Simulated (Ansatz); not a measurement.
# CH2BN− (SMILES [BH2-]C#N): UMP2/STO-3G

What is the vertical ionisation energy of CH2BN− at UMP2/STO-3G? 

The results are computed with Ansatz 0.2.0.

2 further runs of the same task are left out: 1 that didn't finish, 1 set aside as unsound or not needed.

## 1. The molecule

CH2BN− has 5 atoms, charge -1, and is taken as a doublet. As SMILES, `[BH2-]C#N`. The shape is that of a GFN2-xTB optimisation.

Bond lengths: B1–C2 1.464 Å, C2–N3 1.188 Å, B1–H4 1.209 Å, B1–H5 1.209 Å. Angles: B1–C2–N3 179.9°, C2–B1–H4 120.8°, C2–B1–H5 120.8°, H4–B1–H5 118.3°.

## 2. The energy at UMP2/STO-3G

run.yaml reads:

```yaml
crystal:
  periodic: [false, false, false]
  atoms:
    - symbol: B
      position_ang: [-0.479260, 0.201310, -0.246440]
    - symbol: C
      position_ang: [0.740110, -0.310900, 0.381160]
    - symbol: "N"
      position_ang: [1.729380, -0.727540, 0.890010]
    - symbol: H
      position_ang: [-0.889380, -0.271730, -1.280950]
    - symbol: H
      position_ang: [-1.100840, 1.108860, 0.256220]
basis:
  gaussian:
    orbitals: STO-3G
total_charge: -1
accuracy: high
correlation:
  method: mp2
  frozen_orbitals: {B: 1, C: 1, H: 0, "N": 1}
magnetization:
  spin_polarized: true
  initial_magnetization: 1
```

Launch:

```bash
ansatz run run.yaml --threads 1 --pin off --max-ram 2610MiB --events-out events.jsonl --progress --plain --runs-dir runs
```

Output:

```text
Warning: RAYON_NUM_THREADS=1 ignored (pool sized by the plan → 1); use --threads N
Functional definition: HF
  name "HF"
  exchange = exact_x
  correlation = 0
295 factors; integrals over basis functions are off by at most 7.8e-9 eV
mean field evaluation 1: about -3168.1459 eV, gradient 1.9e1 eV
mean field evaluation 2: about -3168.1760 eV, gradient 1.9e1 eV
mean field evaluation 4: about -3170.4672 eV, gradient 2.6e0 eV
mean field evaluation 8: about -3170.7214 eV, gradient 5.4e-1 eV
mean field evaluation 16: about -3170.7539 eV, gradient 2.5e-8 eV
mean field -3170.75393562 eV, -116.5230579197 hartree, gradient 2.0e-8 eV, S^2 1.010277; 0 other end points of the search recorded, 0 dependent functions left out
3 core orbitals not correlated: weight in the atoms' cores, before any rotation towards them, 1.000 or more for the frozen orbitals, at most 0.000 for the correlated occupied ones
reference -3170.75393562 eV, -116.5230579197 hartree; 8, 7 occupied and 6, 7 virtual orbitals, 295 factors
second order -3.88211415 eV of doubles, -0.00000000 eV of singles
Total energy: -3174.63604977 eV, -116.6657229834 hartree
```

Wall time 0.12 s (1 thread of Arm Neoverse V1, shared host).

## 3. Singlet neutral CH2BN at the same level

in.yaml reads:

```yaml
crystal:
  periodic: [false, false, false]
  atoms:
    - {symbol: B, position_ang: [-0.479260, 0.201310, -0.246440]}
    - {symbol: C, position_ang: [0.740110, -0.310900, 0.381160]}
    - {symbol: N, position_ang: [1.729380, -0.727540, 0.890010]}
    - {symbol: H, position_ang: [-0.889380, -0.271730, -1.280950]}
    - {symbol: H, position_ang: [-1.100840, 1.108860, 0.256220]}
basis:
  gaussian:
    orbitals: STO-3G
correlation:
  method: mp2
  frozen_orbitals: {B: 1, C: 1, H: 0, "N": 1}
accuracy: high
```

Launch:

```bash
ansatz run in.yaml --threads 1 --pin off --max-ram 2610MiB --events-out events.jsonl --progress --plain --runs-dir runs
```

Output:

```text
Warning: RAYON_NUM_THREADS=1 ignored (pool sized by the plan → 1); use --threads N
Functional definition: HF
  name "HF"
  exchange = exact_x
  correlation = 0
295 factors; integrals over basis functions are off by at most 7.8e-9 eV
mean field evaluation 1: about -3170.7228 eV, gradient 3.2e1 eV
mean field evaluation 2: about -3170.7310 eV, gradient 3.2e1 eV
mean field evaluation 4: about -3173.7772 eV, gradient 2.4e0 eV
mean field evaluation 8: about -3173.8155 eV, gradient 2.7e-2 eV
mean field -3173.81361319 eV, -116.6354989965 hartree, gradient 1.2e-8 eV, S^2 0.000000; 0 other end points of the search recorded, 0 dependent functions left out; unrestricted orbitals would lower it
mean field evaluation 16: about -3173.8005 eV, gradient 2.8e0 eV
3 core orbitals not correlated: weight in the atoms' cores, before any rotation towards them, 1.000 or more for the frozen orbitals, at most 0.000 for the correlated occupied ones
reference -3173.81361319 eV, -116.6354989965 hartree; 7, 7 occupied and 7, 7 virtual orbitals, 295 factors
second order -5.16131697 eV of doubles, -0.00000000 eV of singles
Total energy: -3178.97493016 eV, -116.8251738967 hartree
```

It took 0.1 s on 1 thread of Arm Neoverse V1, shared host.

## 4. Results

Level: UMP2/STO-3G, 3 core orbitals frozen.

```
                                                          quantity          value
                                      doublet CH2BN−: total energy  -116.66572 Eh
       doublet CH2BN−: correlation energy (3 core orbitals frozen)     -142.7 mEh
                 doublet CH2BN−: ⟨S²⟩ of the reference determinant          1.010
                               singlet neutral CH2BN: total energy  -116.82517 Eh
singlet neutral CH2BN: correlation energy (3 core orbitals frozen)     -189.7 mEh
               vertical detachment energy (to the singlet neutral)      -4.339 eV
```

In words: The species is unbound against losing an electron at this level, by 4.34 eV (−419 kJ/mol); missing correlation or diffuse functions can give that sign where the real anion is bound. Only the singlet of the ionised species was computed; a triplet could lie lower. In a minimal basis such a difference can be off by several eV, whatever the method. ⟨S²⟩ (doublet CH2BN−) is 1.01 where a pure doublet has 0.75: the reference is spin-contaminated. The restricted solution (singlet neutral CH2BN) is unstable to spin breaking: an unrestricted one lies lower.
